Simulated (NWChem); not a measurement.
# M06-2X/aug-pcseg-2 run of OH− (hydroxide)

What is the vertical ionisation energy of OH− (hydroxide) at M06-2X/aug-pcseg-2? 

The calculation is run with NWChem 7.3.0.

15 further runs of the same task are left out: 15 set aside as unsound or not needed.

## Step 1: The molecule

OH− has 2 atoms, charge -1, and is taken as a singlet. SMILES: `[OH-]`. The shape is that of a PBE0-D4/def2-TZVPD optimisation.

Bond lengths: O1–H2 0.964 Å.

## Step 2: A single-point energy at M06-2X/aug-pcseg-2

The input, mymol.nw:

```
start mymol
title "HO"
memory total 2200 mb
charge -1

geometry units angstroms noautosym nocenter noautoz
  O        0.411800      -0.131800       0.212500
  H       -0.411800       0.131800      -0.212500
end

basis "ao basis" spherical bse
  * library aug-pcseg-2
end

dft
  xc m06-2x
  grid fine
  convergence energy 1e-08
  iterations 100
  mulliken
  noprint "final vectors analysis"
end

task dft
```

Launch:

```console
$ nwchem mymol.nw > mymol.out
```

What it wrote:

```text
[...]
          Wavefunction type:  closed shell.
          No. of atoms     :     2
          No. of electrons :    10
[...]
          Charge           :    -1
          Spin multiplicity:     1
[...]
          AO basis - number of functions:    69
[...]
              XC Information
              --------------
                       M06-2X Method XC Functional
                     Hartree-Fock (Exact) Exchange  0.540
                        M06-2X Exchange Functional  1.000
                      M06-2X Correlation Potential  1.000
[...]
 d= 0,ls=0.0,diis     1    -73.9000464177 -7.83D+01  1.50D+00  1.02D+01     0.8
[...]
 d= 0,ls=0.0,diis    12    -75.7964845108 -7.74D-09  1.86D-06  2.62D-09     6.8
         Total DFT energy =      -75.796484510766
      One electron energy =     -116.355224210807
           Coulomb energy =       45.252589296874
    Exchange-Corr. energy =       -9.087416954942
 Nuclear repulsion energy =        4.393567358110
[...]
      Total Density - Mulliken Population Analysis
     ---------------------------------------------
    Atom       Charge   Shell Charges
 -----------   ------   -------------------------------------------------------
    1 O    8     9.11   2.00  0.64  0.78  0.41  0.04  1.94  1.93  1.12  0.24  0.00  0.01  0.01  0.00  0.00
    2 H    1     0.89   0.42  0.35  0.03  0.00  0.02  0.08 -0.01  0.01 -0.01
[...]
```

It took 7.5 s on 1 thread of Intel Xeon Platinum 8259CL at 2.50GHz (Skylake/Cascade Lake), shared host; peak memory 0.11 GiB.

## Step 3: Doublet neutral OH, same level

The input, run.nw:

```
start run
title "HO"
memory stack 880 mb heap 220 mb global 1100 mb

geometry noautosym nocenter noautoz
   O     0.411800   -0.131800    0.212500
   H    -0.411800    0.131800   -0.212500
end

basis "ao basis" spherical bse
   O library aug-pcseg-2
   H library aug-pcseg-2
end

dft
   xc m06-2x
   mult 2
   grid fine
   convergence energy 1e-08
   iterations 100
   mulliken
   print low
end

task dft energy
```

Launch:

```console
$ nwchem run.nw > run.out
```

What it wrote:

```text
[...]
 d= 0,ls=0.0,diis     1    -75.7195341241 -8.01D+01  2.46D-03  4.04D-02     1.1
[...]
 d= 0,ls=0.0,diis    19    -75.7337696625  1.58D-09  1.47D-07  3.86D-10    15.4
[...]
         Total DFT energy =      -75.733769662529
      One electron energy =     -112.684409691629
           Coulomb energy =       41.414034444154
    Exchange-Corr. energy =       -8.856961773163
 Nuclear repulsion energy =        4.393567358110
[...]
      Total Density - Mulliken Population Analysis
     ---------------------------------------------
    Atom       Charge   Shell Charges
 -----------   ------   -------------------------------------------------------
    1 O    8     8.28   2.00  0.67  0.85  0.37  0.01  1.90  1.78  0.65  0.03  0.00  0.01  0.00  0.00 -0.00
    2 H    1     0.72   0.41  0.30 -0.03  0.00  0.02  0.07 -0.03  0.01 -0.01
[...]
      <S2> =      0.7530 (Exact =     0.7500)
[...]
```

It took 16 s on 1 thread of Intel Xeon Platinum 8259CL at 2.50GHz (Skylake/Cascade Lake), shared host; peak memory 0.11 GiB.

## Step 4: What came out

At M06-2X/aug-pcseg-2:

| quantity | value |
| --- | --- |
| singlet OH−: total energy | -75.79648 Eh |
| doublet neutral OH: total energy | -75.73377 Eh |
| doublet neutral OH: ⟨S²⟩ | 0.753 |
| vertical detachment energy (to the doublet neutral) | 1.707 eV |

In words: The vertical ionisation energy comes to 1.71 eV (165 kJ/mol).
